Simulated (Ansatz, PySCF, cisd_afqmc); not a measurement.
System: C2H6, charge 0, singlet. C2H6 (SMILES CC).
B3LYP-D3(BJ)/def2-TZVP minimum from Ansatz (an electronic-structure program):
```xyz
8

C      0.0020    -0.0069     0.7631
C     -0.0020     0.0069    -0.7631
H      0.0089     1.0066     1.1692
H     -0.8808    -0.5139     1.1578
H      0.8809    -0.5241     1.1531
H     -0.0089    -1.0066    -1.1692
H     -0.8809     0.5241    -1.1531
H      0.8808     0.5139    -1.1578
```

Atomisation energy term by term, kcal/mol (programs: Ansatz, cisd_afqmc). UHF or UKS for unpaired electrons; spin-orbit terms are left out. Cores are frozen in correlated methods. Rows without X2C or -DK are non-relativistic. AFQMC is phaseless with a CISD trial state; ± is one standard error, without the phaseless bias. Outlying blocks are dropped, and bars are widened where a walk drifts. Over all cases where full CI ran beside it in this data, AFQMC minus full CI had a median of +0.1 mEh and passed +0.4 mEh in a tenth of the cases. CBS(X,Y): correlation extrapolated as X^-3, Hartree-Fock from the larger set (Q,5: extrapolated as (X+1)exp(-9√X)). A bracket is a step between two methods taken in the basis named. '+ core + X2C': CCSD(T) terms for core correlation (cc-pwCVTZ) and scalar relativity (cc-pVTZ-DK). Where a partner has so few electrons that a lower coupled-cluster level is exact, that level stands in.

| term | basis | kcal/mol |
|---|---|---|
| Hartree-Fock | CBS(cc-pVQZ,cc-pV5Z) | 551.64 |
| CCSD correlation | CBS(cc-pVQZ,cc-pV5Z) | 152.62 |
| (T) | CBS(cc-pVQZ,cc-pV5Z) | 6.54 |
| CCSDT(Q) - CCSD(T) | cc-pVDZ | 0.22 |
| core correlation | cc-pwCVTZ | 2.30 |
| scalar relativity | X2C, cc-pVTZ-DK | -0.39 |
| minus zero-point energy | Hessian by PySCF at B3LYP-D3(BJ)/def2-TZVP | -46.71 |
| sum: D0 |  | 666.2 |

The step beyond CCSD(T) by other levels: AFQMC/CISD in cc-pVDZ 0.20 ± 0.15; AFQMC/CISD in cc-pVTZ 0.18 ± 0.15 kcal/mol.
